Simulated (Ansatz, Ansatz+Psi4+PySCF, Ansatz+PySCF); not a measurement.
```yaml
atoms:
  - { symbol: H, position_ang: [-2.4629, -0.0122, 0.2394] }
  - { symbol: N, position_ang: [-1.5620, -0.3431, -0.0702] }
  - { symbol: C, position_ang: [-0.5058, 0.5408, 0.0137] }
  - { symbol: C, position_ang: [0.8132, 0.1132, 0.0011] }
  - { symbol: N, position_ang: [1.9712, -0.2627, 0.0040] }
  - { symbol: H, position_ang: [-1.3772, -1.3117, 0.1449] }
  - { symbol: H, position_ang: [-0.7325, 1.5966, -0.0087] }
```

Basis set: cc-pVTZ (spherical functions). Left uncorrelated: 4 orbitals. Correlation on ROHF uses semicanonical orbitals with singles. Charge 0, multiplicity 2.

Computed with Ansatz (development build ahead of 0.2.0); each method stands on the lowest determinant of its kind that the runs found.

(1) Give the atomization energy at this shape (free ground-state atoms in the same class of orbitals less the molecule, no zero-point energy) of doublet C2H3N2 by ROHF-MP2, UHF-MP2.

Answers

(1)

| method | atomization energy |
| --- | --- |
| ROHF-MP2 | 29.58 eV |
| UHF-MP2 | 28.73 eV |

Caution: forces differ strongly between restricted and unrestricted references. Caution for UHF-MP2: the unrestricted determinant is spin contaminated.
